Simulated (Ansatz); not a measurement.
Program: Ansatz.

Input file:

```yaml
crystal:
  periodic: [false, false, false]
  atoms:
    - { symbol: B, position_ang: [0.0, 0.0, 0.0] }
    - { symbol: H, position_ang: [0.0, 0.0, 1.44] }
    - { symbol: H, position_ang: [1.0305, 0.0, -0.595] }
    - { symbol: H, position_ang: [-1.0305, 0.0, -0.595] }
    - { symbol: H, position_ang: [0.0, 0.0, 2.4] }
magnetization:
  spin_polarized: true
  initial_magnetization: 1
basis:
  gaussian: { orbitals: def2-SVP }
hamiltonian:
  xc: { name: BHLYP }
neb:
  order_check: false
  images: 5
  f_tol: 0.05
  max_iterations: 60
  final_atoms:
    - { symbol: B, position_ang: [0.0, 0.0, 0.0] }
    - { symbol: H, position_ang: [0.0, 0.0, 1.44] }
    - { symbol: H, position_ang: [1.0305, 0.0, -0.595] }
    - { symbol: H, position_ang: [-1.0305, 0.0, -0.595] }
    - { symbol: H, position_ang: [0.0, 0.0, 2.4] }
  initial_path:
    images:
      - { positions_ang: [[0.0, 0.0, 0.0], [0.0, 0.0, 1.44], [1.0305, 0.0, -0.595], [-1.0305, 0.0, -0.595], [0.0, 0.0, 2.4]] }
      - { positions_ang: [[0.0, 0.0, 0.0], [0.0, 0.0, 1.44], [1.0305, 0.0, -0.595], [-1.0305, 0.0, -0.595], [0.0, 0.0, 2.4]] }
      - { positions_ang: [[0.0, 0.0, 0.0], [0.0, 0.0, 1.44], [1.0305, 0.0, -0.595], [-1.0305, 0.0, -0.595], [0.0, 0.0, 2.4]] }
      - { positions_ang: [[0.0, 0.0, 0.0], [0.0, 0.0, 1.44], [1.0305, 0.0, -0.595], [-1.0305, 0.0, -0.595], [0.0, 0.0, 2.4]] }
      - { positions_ang: [[0.0, 0.0, 0.0], [0.0, 0.0, 1.44], [1.0305, 0.0, -0.595], [-1.0305, 0.0, -0.595], [0.0, 0.0, 2.4]] }
      - { positions_ang: [[0.0, 0.0, 0.0], [0.0, 0.0, 1.44], [1.0305, 0.0, -0.595], [-1.0305, 0.0, -0.595], [0.0, 0.0, 2.4]] }
      - { positions_ang: [[0.0, 0.0, 0.0], [0.0, 0.0, 1.44], [1.0305, 0.0, -0.595], [-1.0305, 0.0, -0.595], [0.0, 0.0, 2.4]] }
```

Launched with:

```bash
$ ansatz run input.yaml --threads 1 --pin off --max-ram 2048MiB --backend cpu --events-out ev --progress --plain --runs-dir out
```

Problem. What happens?

Solution. The program refused the input.

```
Error: invalid value for `neb.final_atoms`: is identical to crystal.atoms — the two endpoints must differ for a path to exist
```
